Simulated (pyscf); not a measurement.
Single points on ωB97X-D3(BJ)/def2-SVP structures (PySCF, gas phase).

Task: Estimate the classical barrier height and the reaction energy of `[NH2][SiH3]` + `[SiH3][Cl]` → `[NH2][SiH2][Cl]` + `[SiH4]` at ωB97M-D3(BJ)/def2-TZVP. The step runs on the singlet surface, breaks H–Si, Cl–Si and forms Cl–Si, H–Si; take the separated reactants as zero.

Result: ΔE‡ = 36.3 kcal/mol, ΔE = -5.9 kcal/mol. Zero-point energy shifts the barrier by +1.6 kcal/mol. It is a four-centre exchange, with an imaginary mode of 336i cm⁻¹. This is the saddle that the search found; another between the same sides may lie lower.
